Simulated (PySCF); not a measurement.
## Ionisation energy of Si by level of theory

Si [Ne] 3s2 3p2 (3P) → Si⁺ [Ne] 3s2 3p1 (2P), as a difference of total energies. Calculation: PySCF 2.14, in dyall-av2z; no relativity, point nucleus. Correlated levels: valence: [Ne] frozen; virtual orbitals above 40 to 60 times the deepest correlated orbital energy dropped. The calculations carry no spin-orbit coupling.

| method | ionisation energy (eV) | error (eV) |
| --- | --- | --- |
| UHF | 7.649 | -0.508 |
| LDA | 8.242 | +0.085 |
| PBE | 8.199 | +0.042 |
| PBE0 | 8.221 | +0.064 |
| r2SCAN | 8.332 | +0.175 |
| B3LYP | 8.122 | -0.035 |
| wB97X-V | 8.040 | -0.117 |
| PW91 | 8.233 | +0.076 |
| BP86 | 8.266 | +0.109 |
| MP2 (valence) | 7.968 | -0.189 |
| SCS-MP2 (valence) | 7.887 | -0.270 |

Reference: 8.157 eV (measured; NIST levels, between the centres of gravity of the two terms).

Errors of the correlated levels include the incompleteness of this basis and the frozen core.
